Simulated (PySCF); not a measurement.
# H2O2 (hydrogen peroxide) at B3LYP/STO-3G

Aim: the energy change on altering one bond length of H2O2 (hydrogen peroxide) at B3LYP/STO-3G, from 2 runs. The job is set up through a Python script.

Program for the calculation: PySCF 2.14.0.

8 further runs of the same task are left out: 8 set aside as unsound or not needed.

### Step 1. The structure to begin with

The species is H2O2 (4 atoms), meant as a singlet with charge 0. As SMILES, `OO`. Geometry: relaxed at PBE0-D4/def2-TZVP.

Bond lengths: O1–O2 1.426 Å, O1–H3 0.965 Å, O2–H4 0.965 Å. Angles: O1–O2–H4 101.1°, O2–O1–H3 101.1°.

### Step 2. A single-point energy at B3LYP/STO-3G

The input, input.py:

```python
# OO
from pyscf import gto, dft

molecule = gto.Mole()
molecule.atom = '''
O       -0.486800      -0.581100       0.030600
O        0.048300       0.728400       0.206900
H        0.186400      -1.117000       0.467400
H        0.252100       0.969800      -0.704900
'''
molecule.verbose = 3
molecule.basis = 'sto-3g'
molecule.max_memory = 1860
molecule.build()

mf = dft.RKS(molecule, xc='b3lyp')
mf.grids.level = 5
mf.conv_tol = 1e-10
mf.kernel()
if not mf.converged:
    mf = mf.newton().run(mf.mo_coeff, mf.mo_occ)

e_tot = mf.e_tot
print('E(%s) = %.9f' % ('B3LYP', e_tot))
```

Started as:

```bash
$ OMP_NUM_THREADS=1 python input.py
```

What it wrote:

```text
converged SCF energy = -149.437927591387
E(B3LYP) = -149.437927591
```

Wall time 1.4 s (1 thread of Arm Neoverse V2, shared host); peak memory 0.17 GiB.

### Step 3. The distorted shape

The input, geometry.xyz:

```xyz
4
H2O2
O     -0.588706    -0.701807     0.486527
O     -0.053606     0.607693     0.662827
H      0.084494    -1.237707     0.923327
H      0.252100     0.969800    -0.704900
```

The input, input.py:

```python
from pyscf import gto, dft

system = gto.M(
    atom='geometry.xyz',
    max_memory=1860,
    verbose=4,
    basis='sto-3g',
)

mf = dft.RKS(system, xc='b3lyp')
mf.conv_tol = 1e-10
mf.grids.level = 5
mf.kernel()
if not mf.converged:
    mf = mf.newton().run(mf.mo_coeff, mf.mo_occ)

e_final = mf.e_tot
print('Final energy', e_final)
```

Started as:

```bash
$ OMP_NUM_THREADS=1 python input.py
```

What it wrote:

```text
PySCF version 2.14.0

[INPUT] num. atoms = 4
[INPUT] num. electrons = 18
[INPUT] charge = 0
[INPUT] spin (= nelec alpha-beta = 2S) = 0
[INPUT] symmetry False subgroup None
[INPUT] Mole.unit = angstrom
[INPUT] Symbol           X                Y                Z      unit          X                Y                Z       unit  Magmom
[INPUT]  1 O     -0.588706000000  -0.701807000000   0.486527000000 AA   -1.112493107888  -1.326223022303   0.919402782206 Bohr   0.0
[INPUT]  2 O     -0.053606000000   0.607693000000   0.662827000000 AA   -0.101300658633   1.148373337815   1.252561497967 Bohr   0.0
[INPUT]  3 H      0.084494000000  -1.237707000000   0.923327000000 AA    0.159670519169  -2.338927252457   1.744835153416 Bohr   0.0
[INPUT]  4 H      0.252100000000   0.969800000000  -0.704900000000 AA    0.476399956003   1.832656395603  -1.332067945206 Bohr   0.0

nuclear repulsion = 35.4353238464657
number of shells = 8
number of NR pGTOs = 36
number of NR cGTOs = 12
basis = sto-3g
ecp = {}

******** <class 'pyscf.dft.rks.RKS'> ********
method = RKS
initial guess = minao
damping factor = 0
level_shift factor = 0
DIIS = <class 'pyscf.scf.diis.CDIIS'>
diis_start_cycle = 1
diis_space = 8
diis_damp = 0
SCF conv_tol = 1e-10
SCF conv_tol_grad = None
SCF max_cycles = 50
direct_scf = True
direct_scf_tol = 1e-13
XC library pyscf.dft.libxc version 7.0.0
    S. Lehtola, C. Steigemann, M. J.T. Oliveira, and M. A.L. Marques.,  SoftwareX 7, 1–5 (2018)
XC functionals = b3lyp
    P. J. Stephens, F. J. Devlin, C. F. Chabalowski, and M. J. Frisch.,  J. Phys. Chem. 98, 11623 (1994)
radial grids:
    Treutler-Ahlrichs [JCP 102, 346 (1995); DOI:10.1063/1.469408] (M4) radial grids

becke partition: Becke, JCP 88, 2547 (1988); DOI:10.1063/1.454033
pruning grids: <function nwchem_prune>
grids dens level: 5
symmetrized grids: False
atomic radii adjust function: <function treutler_atomic_radii_adjust>
small_rho_cutoff = 0
Set gradient conv threshold to 1e-05
Initial guess from minao.
tot grids = 133040
init E= -149.342219117818
  HOMO = -0.259990977867902  LUMO = -0.0231538716937805  gap/eV = 6.44467
cycle= 1 E= -149.30606419584  delta_E= 0.0362  |g|= 0.367  |ddm|= 2.41
  HOMO = -0.01716540628641  LUMO = 0.119632578759688  gap/eV = 3.72246
cycle= 2 E= -149.242551940922  delta_E= 0.0635  |g|= 0.482  |ddm|= 1.65
  HOMO = -0.134280346373132  LUMO = 0.0872697187362718  gap/eV = 6.02868
cycle= 3 E= -149.376503022927  delta_E= -0.134  |g|= 0.101  |ddm|= 1.09
  HOMO = -0.136435225333982  LUMO = 0.0873322750690263  gap/eV = 6.08902
cycle= 4 E= -149.380093572085  delta_E= -0.00359  |g|= 0.0351  |ddm|= 0.143
  HOMO = -0.136545764591079  LUMO = 0.0814700347071947  gap/eV = 5.93251
cycle= 5 E= -149.380574816162  delta_E= -0.000481  |g|= 0.00438  |ddm|= 0.0563
  HOMO = -0.136396912170562  LUMO = 0.0827043965269349  gap/eV = 5.96205
cycle= 6 E= -149.380582213652  delta_E= -7.4e-06  |g|= 0.00054  |ddm|= 0.00583
  HOMO = -0.136358207843043  LUMO = 0.0825993511263216  gap/eV = 5.95814
cycle= 7 E= -149.380582387001  delta_E= -1.73e-07  |g|= 4.07e-05  |ddm|= 0.00106
  HOMO = -0.1363442572051  LUMO = 0.0825979968395101  gap/eV = 5.95772
cycle= 8 E= -149.380582388506  delta_E= -1.5e-09  |g|= 4.77e-06  |ddm|= 0.000157
  HOMO = -0.136345152857304  LUMO = 0.0825969487203337  gap/eV = 5.95772
cycle= 9 E= -149.380582388526  delta_E= -2e-11  |g|= 1.17e-06  |ddm|= 1.95e-05
  HOMO = -0.13634557001642  LUMO = 0.08259706001833  gap/eV = 5.95773
Extra cycle  E= -149.380582388525  delta_E= 1.02e-12  |g|= 2.09e-06  |ddm|= 5.73e-06
converged SCF energy = -149.380582388525
Final energy -149.3805823885249
```

It took 1.6 s on 1 thread of Arm Neoverse V2, shared host; peak memory 0.17 GiB.

### Step 4. Results

At B3LYP/STO-3G:

```
                                                         quantity          value
                                        first shape: total energy  -149.43793 Eh
                                       first shape: dipole moment         1.50 D
                                         first shape: HOMO energy       -3.51 eV
                                         first shape: LUMO energy        6.09 eV
                                       first shape: HOMO–LUMO gap        9.60 eV
                                    distorted shape: total energy  -149.38058 Eh
                                   distorted shape: dipole moment         1.32 D
                                     distorted shape: HOMO energy       -3.71 eV
                                     distorted shape: LUMO energy        2.25 eV
                                   distorted shape: HOMO–LUMO gap        5.96 eV
energy change with the O2–H4 bond stretched from 0.965 to 1.447 Å       1.560 eV
```

In words: With the O2–H4 bond stretched from 0.965 to 1.447 Å the energy rises by 1.56 eV (151 kJ/mol). The first shape isn't relaxed at this level, so the change isn't measured from a minimum. The minimal basis adds a large error of its own. Mulliken charges (first shape) run from -0.20 on O1 to +0.20 on H3; they depend strongly on the basis. Mulliken charges (distorted shape) run from -0.19 on O1 to +0.21 on H3.
